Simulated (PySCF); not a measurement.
# Atomic charges against the basis set

H2S.
Atom-mapped SMILES: `[SH2:1]` (hydrogens: H2, H3 on S1)

PBE0 throughout (PySCF), one geometry, spherical d and f functions. Isolated species at its PBE0-D3(BJ)/def2-SVP geometry, gas phase. Atoms taken as equivalent share a column and are averaged.

Mulliken charges (e):

| basis | functions | S1 | H2/H3 |
| --- | --- | --- | --- |
| STO-3G | 11 | +0.020 | -0.010 |
| 6-31G | 17 | -0.159 | +0.080 |
| pcSseg-0 | 17 | -0.325 | +0.163 |
| 6-31G* | 22 | -0.266 | +0.133 |
| def2-SVP | 28 | -0.158 | +0.079 |
| cc-pVDZ | 28 | -0.201 | +0.101 |
| pcSseg-1 | 34 | -0.276 | +0.138 |
| aug-cc-pVDZ | 45 | -0.150 | +0.075 |
| 6-311+G(2d,p) | 47 | -0.267 | +0.134 |
| def2-TZVP | 49 | -0.347 | +0.174 |
| cc-pVTZ | 62 | -0.221 | +0.110 |
| IGLO-III | 64 | +0.015 | -0.007 |
| pcSseg-3 | 142 | -0.184 | +0.092 |

IAO charges (e):

| basis | functions | S1 | H2/H3 |
| --- | --- | --- | --- |
| STO-3G | 11 | -0.044 | +0.022 |
| 6-31G | 17 | -0.219 | +0.110 |
| pcSseg-0 | 17 | -0.218 | +0.109 |
| 6-31G* | 22 | -0.191 | +0.095 |
| def2-SVP | 28 | -0.192 | +0.096 |
| cc-pVDZ | 28 | -0.208 | +0.104 |
| pcSseg-1 | 34 | -0.205 | +0.102 |
| aug-cc-pVDZ | 45 | -0.228 | +0.114 |
| 6-311+G(2d,p) | 47 | -0.212 | +0.106 |
| def2-TZVP | 49 | -0.209 | +0.105 |
| cc-pVTZ | 62 | -0.218 | +0.109 |
| IGLO-III | 64 | -0.203 | +0.102 |
| pcSseg-3 | 142 | -0.215 | +0.108 |

Hirshfeld charges (e):

```
        basis  functions      S1   H2/H3
       STO-3G         11  -0.044  +0.022
        6-31G         17  -0.118  +0.059
     pcSseg-0         17  -0.116  +0.058
       6-31G*         22  -0.124  +0.062
     def2-SVP         28  -0.110  +0.055
      cc-pVDZ         28  -0.112  +0.056
     pcSseg-1         34  -0.116  +0.058
  aug-cc-pVDZ         45  -0.102  +0.051
6-311+G(2d,p)         47  -0.108  +0.054
    def2-TZVP         49  -0.110  +0.055
      cc-pVTZ         62  -0.106  +0.053
     IGLO-III         64  -0.104  +0.052
     pcSseg-3        142  -0.101  +0.050
```

Which scheme is steadiest as the basis changes?

Largest range over the bases for any column: Hirshfeld 0.08 e, IAO 0.18 e, Mulliken 0.37 e. Hirshfeld charges move least and Mulliken charges most, counted in e. Without the minimal STO-3G basis the ranges are Hirshfeld 0.02, IAO 0.04, Mulliken 0.36 e.

How much do the charges still move between the two largest bases, IGLO-III and pcSseg-3?

At most, over all atoms: Mulliken 0.199 e, IAO 0.012 e, Hirshfeld 0.003 e.

What do the same runs give for the total energy, the frontier levels and the dipole moment?

```csv
basis,energy (Eh),HOMO (eV),LUMO (eV),μ (D)
STO-3G,-394.8183,-3.77,7.19,1.09
6-31G,-399.1899,-7.53,1.04,1.92
pcSseg-0,-398.7651,-7.49,1.14,2.10
6-31G*,-399.2195,-7.41,0.77,1.49
def2-SVP,-399.1203,-7.22,1.18,1.35
cc-pVDZ,-399.2481,-7.31,0.96,1.31
pcSseg-1,-399.2285,-7.46,0.75,1.47
aug-cc-pVDZ,-399.2524,-7.54,-0.31,1.08
"6-311+G(2d,p)",-399.2604,-7.50,0.10,1.22
def2-TZVP,-399.2611,-7.48,0.54,1.16
cc-pVTZ,-399.2670,-7.50,0.62,1.14
IGLO-III,-399.2581,-7.29,0.73,1.02
pcSseg-3,-399.2757,-7.55,0.02,1.05
```

The dipole is fixed by the density alone, so its range of 1.08 D shows that the density itself changes with the basis, not only its division among atoms.
